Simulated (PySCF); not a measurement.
# H2Cl2, a solvent cluster: interaction energy, part 2 of 3

PySCF 2.14.0. Atoms count from 0, parts from 1.

## (5) Coupled-cluster interaction energy: CCSD(T) and MP2, 2.71 Å

Job settings and geometry (Å):

```
{"job": {"kind": "intercc", "basis": "aug-cc-pVDZ", "basis_mid": "aug-cc-pVTZ", "basis_large": "aug-cc-pVQZ"}, "charge": 0, "multiplicity": 1, "parts": [{"atoms": "0-1", "charge": 0, "multiplicity": 1}, {"atoms": "2-3", "charge": 0, "multiplicity": 1}]}
Cl     0.210086     0.517290     0.083845
H      0.075188    -0.756584     0.199240
Cl    -0.293140    -3.260538     1.155116
H     -0.405377    -2.730817     2.316319
```

Method: CCSD(T)/aug-cc-pVDZ and MP2/aug-cc-pVTZ, aug-cc-pVQZ counterpoise interaction energy, frozen core, gas phase.

Output:

```text
part 1, own basis, geometry of the cluster: E = -460.1073962165 (as before)

part 2, own basis, geometry of the cluster: E = -460.1074964296 (as before)

part 1, own basis, relaxed alone: E = -460.1075273092 (as before)

part 2, own basis, relaxed alone: E = -460.1075273092 (as before)

cluster
final grid: 4488 points
cycle   1  E = -920.2158546169  dE = -1.143e-03  |g| = 1.225e-02  |ddm| = 2.124e-01
cycle   2  E = -920.2159367985  dE = -8.218e-05  |g| = 3.750e-03  |ddm| = 3.608e-02
cycle   3  E = -920.2159468088  dE = -1.001e-05  |g| = 1.335e-03  |ddm| = 8.825e-03
cycle   4  E = -920.2159482048  dE = -1.396e-06  |g| = 2.914e-04  |ddm| = 3.874e-03
cycle   5  E = -920.2159482710  dE = -6.617e-08  |g| = 7.703e-05  |ddm| = 7.897e-04
cycle   6  E = -920.2159482743  dE = -3.320e-09  |g| = 1.929e-05  |ddm| = 1.675e-04
cycle   7  E = -920.2159482746  dE = -2.856e-10  |g| = 4.245e-06  |ddm| = 5.708e-05
converged SCF energy = -920.2159482746

part 1 in the basis of the cluster
final grid: 4488 points
cycle   1  E = -460.1074169165  dE = -1.988e-05  |g| = 7.516e-04  |ddm| = 8.738e-02
cycle   2  E = -460.1074171353  dE = -2.189e-07  |g| = 9.873e-05  |ddm| = 8.741e-03
cycle   3  E = -460.1074171406  dE = -5.290e-09  |g| = 8.838e-06  |ddm| = 1.244e-03
cycle   4  E = -460.1074171407  dE = -4.979e-11  |g| = 1.962e-06  |ddm| = 8.053e-05
converged SCF energy = -460.1074171407

part 2 in the basis of the cluster
final grid: 4488 points
cycle   1  E = -460.1075452039  dE = -4.974e-05  |g| = 1.468e-03  |ddm| = 1.387e-01
cycle   2  E = -460.1075461113  dE = -9.073e-07  |g| = 2.329e-04  |ddm| = 1.718e-02
cycle   3  E = -460.1075461406  dE = -2.932e-08  |g| = 2.168e-05  |ddm| = 2.870e-03
cycle   4  E = -460.1075461409  dE = -3.244e-10  |g| = 3.867e-06  |ddm| = 1.517e-04
converged SCF energy = -460.1075461409

Interaction energy (kcal/mol)
  counterpoise       -1.958
  uncorrected        -2.276
  dispersion part     0.000
  deformation         0.050
  binding            -1.909

Decomposition of the uncorrected value (kcal/mol)
  electrostatic      -1.896
  Pauli               2.009
  orbital            -0.776
  dispersion          0.000
  correlation        -1.613

Charge of each part in the cluster: -0.007 0.007
part 1, own basis, geometry of the cluster: E = -460.1111614217 (as before)

part 2, own basis, geometry of the cluster: E = -460.1112722217 (as before)

part 1, own basis, relaxed alone: E = -460.1113072585 (as before)

part 2, own basis, relaxed alone: E = -460.1113072585 (as before)

cluster
final grid: 4488 points
cycle   1  E = -920.2233459987  dE = -1.164e-03  |g| = 1.297e-02  |ddm| = 1.990e-01
cycle   2  E = -920.2234340217  dE = -8.802e-05  |g| = 4.074e-03  |ddm| = 3.198e-02
cycle   3  E = -920.2234446064  dE = -1.058e-05  |g| = 1.470e-03  |ddm| = 9.714e-03
cycle   4  E = -920.2234463059  dE = -1.699e-06  |g| = 3.156e-04  |ddm| = 4.626e-03
cycle   5  E = -920.2234463813  dE = -7.542e-08  |g| = 8.812e-05  |ddm| = 1.036e-03
cycle   6  E = -920.2234463855  dE = -4.198e-09  |g| = 2.177e-05  |ddm| = 2.252e-04
cycle   7  E = -920.2234463858  dE = -3.504e-10  |g| = 4.590e-06  |ddm| = 6.968e-05
converged SCF energy = -920.2234463858

part 1 in the basis of the cluster
final grid: 4488 points
cycle   1  E = -460.1111685628  dE = -6.280e-06  |g| = 4.516e-04  |ddm| = 8.868e-02
cycle   2  E = -460.1111686686  dE = -1.058e-07  |g| = 6.705e-05  |ddm| = 1.019e-02
cycle   3  E = -460.1111686715  dE = -2.850e-09  |g| = 4.212e-06  |ddm| = 1.598e-03
cycle   4  E = -460.1111686715  dE = -1.268e-11  |g| = 6.068e-07  |ddm| = 4.621e-05
converged SCF energy = -460.1111686715

part 2 in the basis of the cluster
final grid: 4488 points
cycle   1  E = -460.1112878036  dE = -1.621e-05  |g| = 7.871e-04  |ddm| = 1.324e-01
cycle   2  E = -460.1112880787  dE = -2.751e-07  |g| = 1.177e-04  |ddm| = 1.532e-02
cycle   3  E = -460.1112880868  dE = -8.147e-09  |g| = 1.050e-05  |ddm| = 2.475e-03
cycle   4  E = -460.1112880869  dE = -7.617e-11  |g| = 1.539e-06  |ddm| = 1.447e-04
converged SCF energy = -460.1112880869

Interaction energy (kcal/mol)
  counterpoise       -2.046
  uncorrected        -2.214
  dispersion part     0.000
  deformation         0.058
  binding            -1.988

Decomposition of the uncorrected value (kcal/mol)
  electrostatic      -1.864
  Pauli               2.022
  orbital            -0.793
  dispersion          0.000
  correlation        -1.579

Charge of each part in the cluster: -0.007 0.007
part 1 in the basis of the cluster: E(HF) = -460.092634116  E2 = -0.159490635  E(CCSD corr) = -0.175982462  (T) = -0.003999080
part 2 in the basis of the cluster: E(HF) = -460.092792064  E2 = -0.159618251  E(CCSD corr) = -0.176110766  (T) = -0.004013775
cluster: E(HF) = -920.186471096  E2 = -0.320818121  E(CCSD corr) = -0.353250673  (T) = -0.008233164

Counterpoise interaction energy (kcal/mol)
  hf_small                  -0.656
  mp2_small                 -1.728
  ccsd_small                -1.382
  ccsdt_small               -1.520
  hf_large                  -0.621
  mp2_large                 -2.046
  hf_middle                 -0.618
  mp2_middle                -1.958
  scs_mp2_large             -1.671
  mp2_limit                 -2.108
  ccsdt_less_mp2             0.208
  ccsdt_limit_estimate      -1.900
  bsse_mp2_large             0.168
```

It took 23 s on 1 thread of Arm Neoverse N1, shared host; peak memory 0.52 GiB.

Contacts at this geometry (a selection, picked against the atoms' radii; other short pairs can be missing):

```
   atoms  distance (Å)  kind (by distance and angle)  angle (°)
H1···Cl2          2.71                 hydrogen bond        164
```

| method | interaction energy (kcal/mol) | from CCSD(T), limit estimate (kcal/mol) |
| --- | --- | --- |
| HF/aug-cc-pVDZ | -0.66 | +1.24 |
| MP2/aug-cc-pVDZ | -1.73 | +0.17 |
| CCSD/aug-cc-pVDZ | -1.38 | +0.52 |
| CCSD(T)/aug-cc-pVDZ | -1.52 | +0.38 |
| HF/aug-cc-pVQZ | -0.62 | +1.28 |
| MP2/aug-cc-pVQZ | -2.05 | -0.15 |
| SCS-MP2/aug-cc-pVQZ | -1.67 | +0.23 |
| MP2, extrapolated | -2.11 | -0.21 |
| CCSD(T), limit estimate | -1.90 | 0 |

These energies keep the parts at their geometry in the cluster; deforming them to it costs 0.06 kcal/mol (MP2).

## (6) Coupled-cluster interaction energy: CCSD(T) and MP2, 2.34 Å

The job, as its differences from that of step 5:

```diff
@@ -3,3 +3,3 @@
 H      0.075188    -0.756584     0.199240
-Cl    -0.293140    -3.260538     1.155116
-H     -0.405377    -2.730817     2.316319
+Cl    -0.242914    -2.919090     1.024769
+H     -0.355151    -2.389369     2.185972
```

Method: CCSD(T)/aug-cc-pVDZ and MP2/aug-cc-pVTZ, aug-cc-pVQZ counterpoise interaction energy, frozen core, gas phase.

Output:

```text
part 1, own basis, geometry of the cluster: E = -460.1073962165 (as before)

part 2, own basis, geometry of the cluster: E = -460.1074964296 (as before)

part 1, own basis, relaxed alone: E = -460.1075273092 (as before)

part 2, own basis, relaxed alone: E = -460.1075273092 (as before)

cluster
final grid: 4488 points
cycle   1  E = -920.2134808636  dE = -3.503e-03  |g| = 2.204e-02  |ddm| = 3.282e-01
cycle   2  E = -920.2137497787  dE = -2.689e-04  |g| = 6.986e-03  |ddm| = 5.690e-02
cycle   3  E = -920.2137844721  dE = -3.469e-05  |g| = 2.527e-03  |ddm| = 1.608e-02
cycle   4  E = -920.2137889954  dE = -4.523e-06  |g| = 6.270e-04  |ddm| = 6.514e-03
cycle   5  E = -920.2137893085  dE = -3.131e-07  |g| = 1.698e-04  |ddm| = 1.598e-03
cycle   6  E = -920.2137893268  dE = -1.829e-08  |g| = 3.863e-05  |ddm| = 3.890e-04
cycle   7  E = -920.2137893280  dE = -1.153e-09  |g| = 8.702e-06  |ddm| = 1.123e-04
cycle   8  E = -920.2137893281  dE = -7.117e-11  |g| = 2.799e-06  |ddm| = 2.642e-05
converged SCF energy = -920.2137893281

part 1 in the basis of the cluster
final grid: 4488 points
cycle   1  E = -460.1074251430  dE = -2.801e-05  |g| = 9.088e-04  |ddm| = 1.203e-01
cycle   2  E = -460.1074254541  dE = -3.111e-07  |g| = 1.210e-04  |ddm| = 1.282e-02
cycle   3  E = -460.1074254618  dE = -7.761e-09  |g| = 1.122e-05  |ddm| = 1.865e-03
cycle   4  E = -460.1074254619  dE = -7.321e-11  |g| = 2.858e-06  |ddm| = 9.312e-05
converged SCF energy = -460.1074254619

part 2 in the basis of the cluster
final grid: 4488 points
cycle   1  E = -460.1075587838  dE = -6.342e-05  |g| = 1.714e-03  |ddm| = 1.712e-01
cycle   2  E = -460.1075599478  dE = -1.164e-06  |g| = 2.681e-04  |ddm| = 2.292e-02
cycle   3  E = -460.1075599854  dE = -3.757e-08  |g| = 2.428e-05  |ddm| = 4.139e-03
cycle   4  E = -460.1075599858  dE = -4.053e-10  |g| = 4.574e-06  |ddm| = 2.112e-04
converged SCF energy = -460.1075599858

Interaction energy (kcal/mol)
  counterpoise       -1.810
  uncorrected        -2.331
  dispersion part     0.000
  deformation         0.050
  binding            -1.760

Decomposition of the uncorrected value (kcal/mol)
  electrostatic      -3.893
  Pauli               6.977
  orbital            -2.392
  dispersion          0.000
  correlation        -3.023

Charge of each part in the cluster: -0.015 0.015
part 1, own basis, geometry of the cluster: E = -460.1111614217 (as before)

part 2, own basis, geometry of the cluster: E = -460.1112722217 (as before)

part 1, own basis, relaxed alone: E = -460.1113072585 (as before)

part 2, own basis, relaxed alone: E = -460.1113072585 (as before)

cluster
final grid: 4488 points
cycle   1  E = -920.2209416158  dE = -3.520e-03  |g| = 2.283e-02  |ddm| = 3.486e-01
cycle   2  E = -920.2212197732  dE = -2.782e-04  |g| = 7.366e-03  |ddm| = 5.480e-02
cycle   3  E = -920.2212552225  dE = -3.545e-05  |g| = 2.744e-03  |ddm| = 1.768e-02
cycle   4  E = -920.2212606078  dE = -5.385e-06  |g| = 6.612e-04  |ddm| = 7.895e-03
cycle   5  E = -920.2212609468  dE = -3.391e-07  |g| = 1.934e-04  |ddm| = 2.087e-03
cycle   6  E = -920.2212609699  dE = -2.308e-08  |g| = 4.330e-05  |ddm| = 5.299e-04
cycle   7  E = -920.2212609713  dE = -1.366e-09  |g| = 9.204e-06  |ddm| = 1.369e-04
cycle   8  E = -920.2212609713  dE = -7.810e-11  |g| = 2.963e-06  |ddm| = 3.338e-05
converged SCF energy = -920.2212609713

part 1 in the basis of the cluster
final grid: 4488 points
cycle   1  E = -460.1111711243  dE = -8.581e-06  |g| = 5.219e-04  |ddm| = 1.333e-01
cycle   2  E = -460.1111712605  dE = -1.362e-07  |g| = 7.633e-05  |ddm| = 1.464e-02
cycle   3  E = -460.1111712641  dE = -3.627e-09  |g| = 5.098e-06  |ddm| = 2.232e-03
cycle   4  E = -460.1111712641  dE = -1.614e-11  |g| = 8.915e-07  |ddm| = 6.480e-05
converged SCF energy = -460.1111712641

part 2 in the basis of the cluster
final grid: 4488 points
cycle   1  E = -460.1112927330  dE = -2.112e-05  |g| = 8.999e-04  |ddm| = 2.083e-01
cycle   2  E = -460.1112930796  dE = -3.466e-07  |g| = 1.310e-04  |ddm| = 2.529e-02
cycle   3  E = -460.1112930897  dE = -1.004e-08  |g| = 1.180e-05  |ddm| = 4.151e-03
cycle   4  E = -460.1112930898  dE = -9.646e-11  |g| = 1.772e-06  |ddm| = 2.215e-04
converged SCF energy = -460.1112930898

Interaction energy (kcal/mol)
  counterpoise       -1.988
  uncorrected        -2.283
  dispersion part     0.000
  deformation         0.058
  binding            -1.929

Decomposition of the uncorrected value (kcal/mol)
  electrostatic      -3.861
  Pauli               7.006
  orbital            -2.409
  dispersion          0.000
  correlation        -3.019

Charge of each part in the cluster: -0.015 0.015
part 1 in the basis of the cluster: E(HF) = -460.092653227  E2 = -0.159628166  E(CCSD corr) = -0.176127305  (T) = -0.004015010
part 2 in the basis of the cluster: E(HF) = -460.092875164  E2 = -0.159898314  E(CCSD corr) = -0.176407519  (T) = -0.004043871
cluster: E(HF) = -920.184307279  E2 = -0.322624429  E(CCSD corr) = -0.354548351  (T) = -0.008447585

Counterpoise interaction energy (kcal/mol)
  hf_small                   0.766
  mp2_small                 -1.178
  ccsd_small                -0.497
  ccsdt_small               -0.741
  hf_large                   0.755
  mp2_large                 -1.988
  hf_middle                  0.751
  mp2_middle                -1.810
  scs_mp2_large             -1.276
  mp2_limit                 -2.120
  ccsdt_less_mp2             0.437
  ccsdt_limit_estimate      -1.684
  bsse_mp2_large             0.295
```

Wall time 23 s (1 thread of Arm Neoverse N1, shared host); peak memory 0.52 GiB.

Contacts at this geometry (a selection, picked against the atoms' radii; other short pairs can be missing):

```
   atoms  distance (Å)  kind (by distance and angle)  angle (°)
H1···Cl2          2.34                 hydrogen bond        164
```

Differences are taken before rounding.

```csv
method,interaction energy (kcal/mol),"from CCSD(T), limit estimate (kcal/mol)"
HF/aug-cc-pVDZ,0.77,+2.45
MP2/aug-cc-pVDZ,-1.18,+0.51
CCSD/aug-cc-pVDZ,-0.50,+1.19
CCSD(T)/aug-cc-pVDZ,-0.74,+0.94
HF/aug-cc-pVQZ,0.76,+2.44
MP2/aug-cc-pVQZ,-1.99,-0.30
SCS-MP2/aug-cc-pVQZ,-1.28,+0.41
"MP2, extrapolated",-2.12,-0.44
"CCSD(T), limit estimate",-1.68,0
```

These energies keep the parts at their geometry in the cluster; deforming them to it costs 0.06 kcal/mol (MP2).

## (7) Coupled-cluster interaction energy: CCSD(T) and MP2, 3.07 Å

The job, as its differences from that of step 6:

```diff
@@ -3,3 +3,3 @@
 H      0.075188    -0.756584     0.199240
-Cl    -0.242914    -2.919090     1.024769
-H     -0.355151    -2.389369     2.185972
+Cl    -0.343367    -3.601986     1.285462
+H     -0.455604    -3.072266     2.446666
```

Level: CCSD(T)/aug-cc-pVDZ and MP2/aug-cc-pVTZ, aug-cc-pVQZ counterpoise interaction energy, frozen core, gas phase.

Output:

```text
part 1, own basis, geometry of the cluster: E = -460.1073962165 (as before)

part 2, own basis, geometry of the cluster: E = -460.1074964296 (as before)

part 1, own basis, relaxed alone: E = -460.1075273092 (as before)

part 2, own basis, relaxed alone: E = -460.1075273092 (as before)

cluster
final grid: 4488 points
cycle   1  E = -920.2161071318  dE = -4.235e-04  |g| = 7.499e-03  |ddm| = 1.645e-01
cycle   2  E = -920.2161365050  dE = -2.937e-05  |g| = 2.245e-03  |ddm| = 2.547e-02
cycle   3  E = -920.2161399632  dE = -3.458e-06  |g| = 8.068e-04  |ddm| = 5.441e-03
cycle   4  E = -920.2161405127  dE = -5.496e-07  |g| = 1.471e-04  |ddm| = 2.686e-03
cycle   5  E = -920.2161405296  dE = -1.682e-08  |g| = 3.244e-05  |ddm| = 4.683e-04
cycle   6  E = -920.2161405301  dE = -5.859e-10  |g| = 9.817e-06  |ddm| = 6.849e-05
converged SCF energy = -920.2161405301

part 1 in the basis of the cluster
final grid: 4488 points
cycle   1  E = -460.1074096748  dE = -1.302e-05  |g| = 5.866e-04  |ddm| = 6.353e-02
cycle   2  E = -460.1074098174  dE = -1.426e-07  |g| = 7.662e-05  |ddm| = 6.495e-03
cycle   3  E = -460.1074098207  dE = -3.338e-09  |g| = 6.674e-06  |ddm| = 9.751e-04
cycle   4  E = -460.1074098208  dE = -3.149e-11  |g| = 1.311e-06  |ddm| = 6.398e-05
converged SCF energy = -460.1074098208

part 2 in the basis of the cluster
final grid: 4488 points
cycle   1  E = -460.1075324494  dE = -3.688e-05  |g| = 1.266e-03  |ddm| = 1.151e-01
cycle   2  E = -460.1075331339  dE = -6.845e-07  |g| = 2.055e-04  |ddm| = 1.227e-02
cycle   3  E = -460.1075331567  dE = -2.286e-08  |g| = 1.884e-05  |ddm| = 1.968e-03
cycle   4  E = -460.1075331570  dE = -2.384e-10  |g| = 3.139e-06  |ddm| = 1.395e-04
converged SCF energy = -460.1075331570

Interaction energy (kcal/mol)
  counterpoise       -1.461
  uncorrected        -1.649
  dispersion part     0.000
  deformation         0.050
  binding            -1.412

Decomposition of the uncorrected value (kcal/mol)
  electrostatic      -1.061
  Pauli               0.564
  orbital            -0.287
  dispersion          0.000
  correlation        -0.866

Charge of each part in the cluster: -0.003 0.003
part 1, own basis, geometry of the cluster: E = -460.1111614217 (as before)

part 2, own basis, geometry of the cluster: E = -460.1112722217 (as before)

part 1, own basis, relaxed alone: E = -460.1113072585 (as before)

part 2, own basis, relaxed alone: E = -460.1113072585 (as before)

cluster
final grid: 4488 points
cycle   1  E = -920.2236145427  dE = -4.211e-04  |g| = 8.021e-03  |ddm| = 1.390e-01
cycle   2  E = -920.2236461026  dE = -3.156e-05  |g| = 2.487e-03  |ddm| = 2.337e-02
cycle   3  E = -920.2236497947  dE = -3.692e-06  |g| = 8.873e-04  |ddm| = 6.354e-03
cycle   4  E = -920.2236504622  dE = -6.675e-07  |g| = 1.626e-04  |ddm| = 3.244e-03
cycle   5  E = -920.2236504819  dE = -1.976e-08  |g| = 3.804e-05  |ddm| = 5.946e-04
cycle   6  E = -920.2236504827  dE = -7.427e-10  |g| = 1.123e-05  |ddm| = 9.307e-05
converged SCF energy = -920.2236504827

part 1 in the basis of the cluster
final grid: 4488 points
cycle   1  E = -460.1111668971  dE = -5.027e-06  |g| = 4.022e-04  |ddm| = 6.780e-02
cycle   2  E = -460.1111669833  dE = -8.611e-08  |g| = 5.956e-05  |ddm| = 7.877e-03
cycle   3  E = -460.1111669855  dE = -2.282e-09  |g| = 3.634e-06  |ddm| = 1.234e-03
cycle   4  E = -460.1111669855  dE = -7.674e-12  |g| = 4.669e-07  |ddm| = 3.459e-05
converged SCF energy = -460.1111669855

part 2 in the basis of the cluster
final grid: 4488 points
cycle   1  E = -460.1112837571  dE = -1.216e-05  |g| = 6.906e-04  |ddm| = 9.236e-02
cycle   2  E = -460.1112839778  dE = -2.207e-07  |g| = 1.060e-04  |ddm| = 1.060e-02
cycle   3  E = -460.1112839845  dE = -6.743e-09  |g| = 9.360e-06  |ddm| = 1.736e-03
cycle   4  E = -460.1112839846  dE = -6.060e-11  |g| = 1.329e-06  |ddm| = 9.908e-05
converged SCF energy = -460.1112839846

Interaction energy (kcal/mol)
  counterpoise       -1.504
  uncorrected        -1.602
  dispersion part     0.000
  deformation         0.058
  binding            -1.446

Decomposition of the uncorrected value (kcal/mol)
  electrostatic      -1.046
  Pauli               0.569
  orbital            -0.287
  dispersion          0.000
  correlation        -0.839

Charge of each part in the cluster: -0.003 0.003
part 1 in the basis of the cluster: E(HF) = -460.092614169  E2 = -0.159402562  E(CCSD corr) = -0.175892298  (T) = -0.003988826
part 2 in the basis of the cluster: E(HF) = -460.092714740  E2 = -0.159423036  E(CCSD corr) = -0.175903728  (T) = -0.003992304
cluster: E(HF) = -920.186601754  E2 = -0.319774358  E(CCSD corr) = -0.352444777  (T) = -0.008103562

Counterpoise interaction energy (kcal/mol)
  hf_small                  -0.799
  mp2_small                 -1.394
  ccsd_small                -1.206
  ccsdt_small               -1.283
  hf_large                  -0.753
  mp2_large                 -1.504
  hf_middle                 -0.751
  mp2_middle                -1.461
  scs_mp2_large             -1.300
  mp2_limit                 -1.535
  ccsdt_less_mp2             0.111
  ccsdt_limit_estimate      -1.423
  bsse_mp2_large             0.098
```

Run time: 23 s. Hardware: 1 thread of Arm Neoverse N1, shared host; peak memory 0.52 GiB.

Contacts at this geometry (a selection, picked against the atoms' radii; other short pairs can be missing):

```csv
atoms,distance (Å),kind (by distance and angle),angle (°)
H1···Cl2,3.07,at van der Waals distance,–
```

Differences are taken before rounding.

```csv
method,interaction energy (kcal/mol),"from CCSD(T), limit estimate (kcal/mol)"
HF/aug-cc-pVDZ,-0.80,+0.62
MP2/aug-cc-pVDZ,-1.39,+0.03
CCSD/aug-cc-pVDZ,-1.21,+0.22
CCSD(T)/aug-cc-pVDZ,-1.28,+0.14
HF/aug-cc-pVQZ,-0.75,+0.67
MP2/aug-cc-pVQZ,-1.50,-0.08
SCS-MP2/aug-cc-pVQZ,-1.30,+0.12
"MP2, extrapolated",-1.53,-0.11
"CCSD(T), limit estimate",-1.42,0
```

These energies keep the parts at their geometry in the cluster; deforming them to it costs 0.06 kcal/mol (MP2).

[end of part 2 of 3]
